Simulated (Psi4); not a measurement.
**doublet [C3HF3]+: levels of theory compared**

Wanted: a comparison of 3 runs (UHF/STO-3G, UHF/3-21G, UHSE06/cc-pVDZ) of doublet [C3HF3]+. 

The calculation is run with Psi4 1.11.

### Step 1. The molecule

The species is [C3HF3]+ (7 atoms), meant as a doublet with charge +1. SMILES of the parent species: `C#CC(F)(F)F`. The shape is that of a PBE0-D4/def2-TZVP optimisation. That shape belongs to the parent species and isn't relaxed for this state.

Bond lengths: C1–C2 1.195 Å, C2–C3 1.461 Å, C3–F4 1.335 Å, C3–F5 1.335 Å, C3–F6 1.335 Å, C1–H7 1.066 Å. Angles: C1–C2–C3 180.0°, C2–C3–F4 111.2°, C2–C3–F5 111.2°, C2–C3–F6 111.2°, F4–C3–F5 107.7°, F4–C3–F6 107.7°, F5–C3–F6 107.7°, C2–C1–H7 180.0°.

### Step 2. Energy and forces at UHF/STO-3G (run 1)

File job.json:

```json
{
 "schema_name": "qcschema_input",
 "schema_version": 1,
 "molecule": {
  "schema_name": "qcschema_molecule",
  "schema_version": 2,
  "symbols": ["C", "C", "C", "F", "F", "F", "H"],
  "geometry": [2.34348716, -2.31361059, 0.10746872, 0.73672863, -0.72728, 0.03369382, -1.22732043, 1.21167349, -0.05629494, -3.45785866, 0.22174046, -0.69609952, -0.66833944, 2.99863631, -1.74712739, -1.50229447, 2.33628731, 2.1851848, 3.77561611, -3.72744699, 0.1731745],
  "molecular_charge": 1,
  "molecular_multiplicity": 2,
  "fix_symmetry": "c1",
  "fix_com": true,
  "fix_orientation": true
 },
 "driver": "gradient",
 "model": {
  "method": "hf",
  "basis": "STO-3G"
 },
 "keywords": {
  "reference": "uhf",
  "puream": true,
  "e_convergence": 1e-09,
  "d_convergence": 1e-08,
  "scf_type": "pk",
  "maxiter": 100,
  "scf_properties": ["QUADRUPOLE", "DIPOLE", "WIBERG_LOWDIN_INDICES"]
 }
}
```

Run with:

```bash
$ psi4 --qcschema job.json -n 1 --memory 2200MB
```

stdout:

```text
[...]
  Running in c1 symmetry.
[...]
  Nuclear repulsion =  231.021486260133770
[...]
  Multiplicity = 2
[...]
  Nalpha       = 23
  Nbeta        = 22
[...]
    Number of basis functions: 31
[...]
   @UHF iter   1:  -406.21358275733530   -2.11451e+00   1.85869e-02 DIIS/ADIIS
[...]
   @UHF iter  79:  -406.46785636396498   -3.97904e-13   5.67943e-09 DIIS
[...]
   @S^2 Observed:                7.535287510E-01
[...]
  @UHF Final Energy:  -406.46785636396498
   => Energetics <=
    Nuclear Repulsion Energy =            231.0214862601337700
    One-Electron Energy =               -1013.6381385826305177
    Two-Electron Energy =                 376.1487959585317640
    Total Energy =                       -406.4678563639649838
  UHF NO Occupations:
  HONO-2 :   21  A 1.9995561
  HONO-1 :   22  A 1.9990924
  HONO-0 :   23  A 1.0000000
  LUNO+0 :   24  A 0.0009076
  LUNO+1 :   25  A 0.0004439
[...]
 Multipole Moments:
 ------------------------------------------------------------------------------------
     Multipole            Electronic (a.u.)      Nuclear  (a.u.)        Total (a.u.)
 ------------------------------------------------------------------------------------
 L = 1.  Multiply by 2.5417464519 to convert [e a0] to [Debye]
 Dipole X            :         37.3533065          -35.7634449            1.5898617
 Dipole Y            :        -36.8971491           35.3072271           -1.5899220
 Dipole Z            :          1.7275821           -1.6399989            0.0875832
 Magnitude           :                                                    2.2501517
 L = 2.  Multiply by 1.3450342976 to convert [e a0^2] to [Debye ang]
 Quadrupole XX       :       -206.2070724          191.4445516          -14.7625208
 Quadrupole XY       :        109.9507966         -115.2682372           -5.3174406
[...]
  -Total Gradient:
     Atom            X                  Y                   Z
    ------   -----------------  -----------------  -----------------
       1       -0.074912443185     0.074049916840    -0.003503720858
       2        0.033739799985    -0.030008641862    -0.000835753978
       3        0.053350388987    -0.059930855427     0.007699993304
       4        0.039027441850     0.035213034624     0.014092284240
       5       -0.021702244356    -0.028902730007     0.035942560390
       6       -0.006049759517    -0.013562672294    -0.052327401120
       7       -0.023453183762     0.023141948126    -0.001067961977
[...]
```

The result, in JSON:

```text
{
 "driver": "gradient",
 "model": {
  "method": "hf",
  "basis": "STO-3G"
 },
 "success": true,
 "return_result": [-0.07491244318546514, 0.07404991683983536, -0.0035037208577411386, 0.03373979998470161, -0.030008641862273422, -0.0008357539781670385, 0.053350388987424474, -0.05993085542740187, 0.007699993304299187, 0.03902744184959506, 0.035213034623999745, 0.014092284240374994, -0.021702244355816594, -0.028902730006609367, 0.03594256038975985, -0.006049759516893266, -0.013562672293524619, -0.052327401120064676, -0.023453183762238566, 0.023141948125824402, -0.0010679619771470118],
 "properties": {
  "calcinfo_nbasis": 31,
  "calcinfo_nmo": 31,
  "calcinfo_nalpha": 23,
  "calcinfo_nbeta": 22,
  "calcinfo_natom": 7,
  "nuclear_repulsion_energy": 231.02148626013377,
  "return_energy": -406.467856363965,
  "return_gradient": [-0.07491244318546514, 0.07404991683983536, -0.0035037208577411386, 0.03373979998470161, -0.030008641862273422, -0.0008357539781670385, 0.053350388987424474, -0.05993085542740187, 0.007699993304299187, 0.03902744184959506, 0.035213034623999745, 0.014092284240374994, -0.021702244355816594, -0.028902730006609367, 0.03594256038975985, -0.006049759516893266, -0.013562672293524619, -0.052327401120064676, -0.023453183762238566, 0.023141948125824402, -0.0010679619771470118],
  "scf_one_electron_energy": -1013.6381385826305,
  "scf_two_electron_energy": 376.14879595853176,
  "scf_dipole_moment": [1.589861688418651, -1.5899219722342863, 0.0875832261817222],
  "scf_total_energy": -406.467856363965,
  "scf_total_gradient": [-0.07491244318546514, 0.07404991683983536, -0.0035037208577411386, 0.03373979998470161, -0.030008641862273422, -0.0008357539781670385, 0.053350388987424474, -0.05993085542740187, 0.007699993304299187, 0.03902744184959506, 0.035213034623999745, 0.014092284240374994, -0.021702244355816594, -0.028902730006609367, 0.03594256038975985, -0.006049759516893266, -0.013562672293524619, -0.052327401120064676, -0.023453183762238566, 0.023141948125824402, -0.0010679619771470118],
  "scf_iterations": 79
 }
}
```

It took 1.5 s on 1 thread of AMD EPYC 9R45 (Zen 5), shared host; peak memory 0.18 GiB.

### Step 3. A single-point energy at UHF/3-21G (run 2)

File run.py:

```python
import numpy as np
from ase.calculators.psi4 import Psi4
from ase import Atoms

atoms = Atoms(['C', 'C', 'C', 'F', 'F', 'F', 'H'], positions=[
    [1.240120, -1.224310, 0.056870],
    [0.389860, -0.384860, 0.017830],
    [-0.649470, 0.641190, -0.029790],
    [-1.829820, 0.117340, -0.368360],
    [-0.353670, 1.586810, -0.924540],
    [-0.794980, 1.236310, 1.156350],
    [1.997970, -1.972480, 0.091640],
])
calc = Psi4(atoms=atoms, method='hf', basis='3-21G', memory='2200MB', num_threads=1, charge=1, multiplicity=2, label='psi4-calc', reference='uhf')
calc.psi4.set_options({'puream': True, 'e_convergence': 1e-09, 'd_convergence': 1e-08, 'scf_type': 'pk', 'maxiter': 100})
atoms.calc = calc

print(f'energy: {atoms.get_potential_energy():.6f} eV')
```

Run with:

```bash
$ python run.py
```

psi4-calc.dat:

```text
[...]
  Running in c1 symmetry.
[...]
  Nuclear repulsion =  231.021486174478355
[...]
  Multiplicity = 2
[...]
  Nalpha       = 23
  Nbeta        = 22
[...]
    Number of basis functions: 56
[...]
   @UHF iter   1:  -409.63031476956024   -4.02392e-01   9.31030e-03 DIIS/ADIIS
[...]
   @UHF iter  87:  -409.78061507811270   -8.81073e-12   3.65895e-10 DIIS
[...]
   @S^2 Observed:                7.532696226E-01
[...]
    Orbital Energies [Eh]
    ---------------------
    Alpha Occupied:
       1A    -26.442484     2A    -26.436249     3A    -26.435302
       4A    -11.731552     5A    -11.631399     6A    -11.624547
       7A     -1.960258     8A     -1.853899     9A     -1.849750
      10A     -1.500105    11A     -1.277090    12A     -1.104545
      13A     -1.077963    14A     -1.034834    15A     -1.031652
      16A     -0.912612    17A     -0.906629    18A     -0.864000
      19A     -0.862535    20A     -0.859869    21A     -0.848767
      22A     -0.846263    23A     -0.812739
    Alpha Virtual:
      24A     -0.194942    25A     -0.164001    26A     -0.002990
[...]
  @UHF Final Energy:  -409.78061507811270
   => Energetics <=
    Nuclear Repulsion Energy =            231.0214861744783548
    One-Electron Energy =               -1014.8407036593084740
    Two-Electron Energy =                 374.0386024067174162
    Total Energy =                       -409.7806150781127030
  UHF NO Occupations:
  HONO-2 :   21  A 1.9995062
  HONO-1 :   22  A 1.9991529
  HONO-0 :   23  A 1.0000000
  LUNO+0 :   24  A 0.0008471
  LUNO+1 :   25  A 0.0004938
[...]
 Multipole Moments:
 ------------------------------------------------------------------------------------
     Multipole            Electronic (a.u.)      Nuclear  (a.u.)        Total (a.u.)
 ------------------------------------------------------------------------------------
 L = 1.  Multiply by 2.5417464519 to convert [e a0] to [Debye]
 Dipole X            :         -0.8777396            3.8209523            2.9432127
 Dipole Y            :          0.8699841           -3.7721937           -2.9022096
 Dipole Z            :         -0.0284906            0.1752039            0.1467133
 Magnitude           :                                                    4.1360424
[...]
```

On the terminal:

```text
energy: -11150.698502 eV
```

It took 1.6 s on 1 thread of AMD EPYC 9R45 (Zen 5), shared host; peak memory 0.21 GiB.

### Step 4. Energy and forces at UHSE06/cc-pVDZ (run 3)

File job.py:

```python
import psi4

psi4.set_memory('2200 MB')
psi4.set_num_threads(1)
psi4.core.set_output_file('psi4.out', False)

geom = psi4.geometry("""
1 2
C      1.240120    -1.224310     0.056870
C      0.389860    -0.384860     0.017830
C     -0.649470     0.641190    -0.029790
F     -1.829820     0.117340    -0.368360
F     -0.353670     1.586810    -0.924540
F     -0.794980     1.236310     1.156350
H      1.997970    -1.972480     0.091640
symmetry c1
""")

psi4.set_options({
    'basis': 'cc-pVDZ',
    'reference': 'uks',
    'puream': True,
    'e_convergence': 1e-09,
    'd_convergence': 1e-08,
    'scf_type': 'pk',
    'dft_radial_points': 99,
    'dft_spherical_points': 590,
    'maxiter': 100,
})

e = psi4.gradient('hse06', molecule=geom)
print('gradient / Eh bohr^-1')
print(e.np.round(6))
```

Run with:

```bash
$ python job.py
```

psi4.out:

```text
[...]
  Running in c1 symmetry.
[...]
  Nuclear repulsion =  231.021486174478355
[...]
  Multiplicity = 2
[...]
  Nalpha       = 23
  Nbeta        = 22
[...]
    Number of basis functions: 89
[...]
   @UKS iter   1:  -413.29259351306951    2.93687e-01   6.33817e-03 DIIS/ADIIS
[...]
   @UKS iter  60:  -413.57499657110907    8.35598e-12   9.39170e-09 DIIS
[...]
   @S^2 Observed:                7.522569726E-01
[...]
  @UKS Final Energy:  -413.57499657110907
   => Energetics <=
    Nuclear Repulsion Energy =            231.0214861744783548
    One-Electron Energy =               -1018.7430384920320421
    Two-Electron Energy =                 410.6883149924109375
    DFT Exchange-Correlation Energy =     -36.5417592459663041
    Empirical Dispersion Energy =           0.0000000000000000
    VV10 Nonlocal Energy =                  0.0000000000000000
    Total Energy =                       -413.5749965711090681
  UHF NO Occupations:
  HONO-2 :   21  A 1.9996300
  HONO-1 :   22  A 1.9995247
[...]
 Multipole Moments:
 ------------------------------------------------------------------------------------
     Multipole            Electronic (a.u.)      Nuclear  (a.u.)        Total (a.u.)
 ------------------------------------------------------------------------------------
 L = 1.  Multiply by 2.5417464519 to convert [e a0] to [Debye]
 Dipole X            :         -1.3518215            3.8209523            2.4691308
 Dipole Y            :          1.3469690           -3.7721937           -2.4252247
 Dipole Z            :         -0.0268287            0.1752039            0.1483752
 Magnitude           :                                                    3.4641502
[...]
  -Total Gradient:
     Atom            X                  Y                   Z
    ------   -----------------  -----------------  -----------------
       1       -0.073399707668     0.072365594014    -0.003653917882
       2        0.074547310981    -0.074880700251    -0.000213711287
       3        0.053619814062    -0.050372186635     0.009742408079
       4       -0.018429537067     0.007136771082    -0.002488608572
       5       -0.008595945144     0.016826867890    -0.006226700148
       6       -0.014845571329     0.016211427006     0.003420181366
       7       -0.012905433695     0.012746169726    -0.000576717805
[...]
```

The script printed:

```text
gradient / Eh bohr^-1
[[-0.0734    0.072366 -0.003654]
 [ 0.074547 -0.074881 -0.000214]
 [ 0.05362  -0.050372  0.009742]
 [-0.01843   0.007137 -0.002489]
 [-0.008596  0.016827 -0.006227]
 [-0.014846  0.016211  0.00342 ]
 [-0.012905  0.012746 -0.000577]]
```

Run time: 2 min. Hardware: 1 thread of AMD EPYC 9R45 (Zen 5), shared host; peak memory 1.3 GiB.

### Step 5. Overview of the runs

```
run           level      task         integration grid  energy (Eh)  HOMO energy (eV)  LUMO energy (eV)   ⟨S²⟩  wall time
  1      UHF/STO-3G  gradient                        –  -406.467856            -19.03             -8.45  0.754      1.5 s
  2       UHF/3-21G    energy                        –  -409.780615            -21.52            -10.20  0.753      1.6 s
  3  UHSE06/cc-pVDZ  gradient  99 radial × 590 angular  -413.574997            -16.98            -14.85  0.752      2 min
```

### Step 6. Results

| quantity | value |
| --- | --- |
| run 3: total energy | -413.57500 Eh |
| run 3: HOMO energy (highest over α and β) | -16.98 eV |
| run 3: LUMO energy (lowest over α and β) | -14.85 eV |
| run 3: ⟨S²⟩ | 0.752 |
| run 3: largest force on an atom | 5.433 eV/Å |

In words: In run 1 the basis is minimal, so the values are rough. All runs together took 2 min, the longest 2 min.
